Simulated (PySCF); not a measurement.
cyanoacetylene: calculation against experiment

**Measured values to compare with.**

NIST CCCBDB Release 22 (SRD 101), experimental dipoles lists, for the gas: dipole moment (microwave Stark effect) 3.72 D.

How close the calculation comes is told at the end.

Species: cyanoacetylene, C3HN.
Atom-mapped SMILES: `[CH:1]#[C:2][C:3]#[N:4]` (hydrogens: H5 on C1)

Geometry (BHandHLYP/6-31+G*, Å), atoms numbered from 1 in this order:
```
atom  x, y, z in Å
C1    -1.277   -0.106   -0.064
C2    -0.087   -0.006    0.015
C3     1.281    0.108    0.107
N4     2.425    0.204    0.183
H5    -2.332   -0.197   -0.131
```

The PySCF runs (gas phase, on this BHandHLYP/6-31+G* geometry; no spin–orbit coupling):

```
                          level                                          job  basis functions  wall time
BHandHLYP/6-31+G*, grid level 1  geometry optimisation from a GFN2-xTB start               74      6.3 s
```

Hardware: an Arm Neoverse V2 with one thread, no GPU (shared host).

All basis functions are spherical.

**Comparison with experiment**

**Dipole moment.** Measured: 3.72 D (NIST CCCBDB Release 22 (SRD 101), experimental dipoles).

```
            level  computed (D)  computed − measured (D)  % (from the printed values)
BHandHLYP/6-31+G*          4.05                    +0.33                           +9
```

The computed dipoles belong to one fixed geometry; measured ones are averaged over vibrations unless marked μe. Magnitudes are compared, not signs.

The geometry is computed, not the measured one. Where a level misses, the cause wasn't examined.
